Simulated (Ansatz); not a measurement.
Input for Ansatz (development build ahead of 0.2.0):

```yaml
crystal:
  periodic: [false, false, false]
  atoms:
    - { symbol: C, position_ang: [0.0745, -0.39406, -0.4999] }
    - { symbol: C, position_ang: [-0.0666, 0.40519, 0.49473] }
    - { symbol: H, position_ang: [0.14558, -1.06418, -1.36075] }
    - { symbol: H, position_ang: [-0.13828, 1.09835, 1.32163] }
basis:
  gaussian: { orbitals: def2-SVP }
total_charge: 1
magnetization:
  spin_polarized: true
  initial_magnetization: 1
hamiltonian:
  xc: hf
correlation:
  method: mp2
  frozen_orbitals: { C: 1, H: 0 }
output:
  forces: true
```

The input is written out in the form of the current development build from the run's settings.

Results

| Quantity | Value |
| --- | --- |
| Converged | yes |
| Reference energy | -76.39497 hartree |
| Correlation energy | -0.20920 hartree |
| Total energy | -76.60417 hartree |
| Spin squared of the determinant | 0.770 |
| Stability test | minimum |

Forces (eV/Å):
```json
{"atom": "C1", "Fx": "-1.537", "Fy": "6.381", "Fz": "7.886"}
{"atom": "C2", "Fx": "1.610", "Fy": "-6.732", "Fz": "-8.540"}
{"atom": "H3", "Fx": "0.134", "Fy": "0.046", "Fz": "0.152"}
{"atom": "H4", "Fx": "-0.207", "Fy": "0.306", "Fz": "0.502"}
```

Caution: MP2 forces lie far from those of the mean fields.
